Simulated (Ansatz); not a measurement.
CH₂N₂, SMILES N=C=N, an active-space calculation

Program: Ansatz's Python interface.

Input file `ch2n2.xyz`:
```text
5

N    -1.09930   -0.14400    0.24040
C    -0.01140   -0.00910   -0.00430
N     1.09970    0.08820   -0.24930
H    -1.61310    0.39050   -0.50210
H     1.67400   -0.39930    0.47390
```

The cells in order, each with its output:

```python
import warnings

import ansatz as az
```

```python
BASIS = "cc-pVDZ"
```

```python
warnings.simplefilter("ignore", az.DeckWarning)

system = az.Crystal.molecule_from_extxyz("ch2n2.xyz")
```

```python
calculation = (
    system.calculation()
    .basis(gaussian=BASIS)
    .correlation(active_electrons=6, active_orbitals=6)
)
for method in ["sc_nevpt2"]:
    r = (calculation if method is None else calculation.correlation(method)).run(threads=1).report
    space = r["configurations"]
    state = space["states"][0]
    print(method or "casscf", f"total {r['free_energy_ev'] / 27.211386246:.6f} Ha, active-space state {state['energy']['hartree']:.6f} Ha, mean field {r['reference_energy_ev'] / 27.211386246:.6f} Ha")
    print("  determinants", state["n_determinants"], " natural occupations", [round(n, 3) for n in space["natural_occupations"]])
```

    RunWarning: the results are in doubt because another end's mean lies 0.423 eV lower, and its corrected mean 0.398 eV higher
    sc_nevpt2 total -148.273782 Ha, active-space state -147.917832 Ha, mean field -147.853495 Ha
      determinants 400  natural occupations [1.984, 1.969, 1.966, 0.041, 0.03, 0.008]

Total energies depend on the basis set; only differences at equal settings carry meaning. Warnings are shown shortened and without file and line. The geometry is a force-field or estimated start, not a minimum of this method, and the basis set is short of its limit. The active space starts as a window about the frontier orbitals and is then optimised, not chosen by chemistry. A lower CASSCF solution was found and passed over, so the printed active-space state isn't the lowest. The script silences the warnings on its input, which a real study should read. It ran for 4.9 s on 1 thread of Arm Neoverse V2, on a shared host, peak memory 0.15 GiB.

(Lines on the test bed's own set-up are left out of the output.)
